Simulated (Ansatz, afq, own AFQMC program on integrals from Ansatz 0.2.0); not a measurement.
**Where AFQMC and coupled cluster stand for BNH$_{4}$, singlet**

```xyz
6

B     0.0000    0.0000    0.7672
N     0.0000    0.0000   -0.6178
H     0.0000    1.0469    1.3476
H     0.0000   -1.0469    1.3476
H     0.0000    0.8414   -1.1691
H     0.0000   -0.8414   -1.1691
```

Connectivity, by distances: BH2–NH2.

Basis 6-31G. Noble-gas cores (and the filled d shells of Ga–Kr and In–Xe) are frozen. Ansatz 0.2.0 and our own AFQMC program on the same integrals; the CISD trial comes from CCSD amplitudes, and released means the phaseless constraint is let go. ± is one standard error of the sampling.

Determinant: RHF, the one that the program's search chose, which needn't be the lowest solution. The geometry is a point of a scan.

No full CI on the walks' own integrals is used here; CCSDT(Q) serves as the reference and is uncertain by about the last step of the cluster series.

```
T1 diagnostic                               : 0.0169
weight of the determinant in the CISD state : 0.916
size of the correlated space                : 12 electrons in 24 orbitals
```

Reference: CCSDT(Q), correlation energy -5.237 eV. The released energy is read at 2.40 1/Eh (meV from the phaseless value at times in 1/Eh: 13 ± 6 at 0.24, 10 ± 7 at 0.51, 11 ± 8 at 0.99, 6 ± 8 at 1.62, 15 ± 9 at 2.40).

```tsv
level	E − E(reference) (meV)	share of correlation (%)
HF	5237.1	0.00
MP2	726.8	86.12
CCSD	124.0	97.63
CCSD(T)	21.4	99.59
CCSDT	9.4	99.82
ph-AFQMC/HF	-99.4 ± 33.3	101.90
ph-AFQMC/CISD	-15.5 ± 8.7	100.30
released AFQMC	-0.5 ± 9.0	100.01
```

A walk keeps the symmetry of its determinant, which the program's search chose and which needn't be the lowest solution, so a lower state of the same spin and another symmetry isn't excluded. Released energies are given only where the last usable release times agree within the noise; a slower fall can still hide under it.
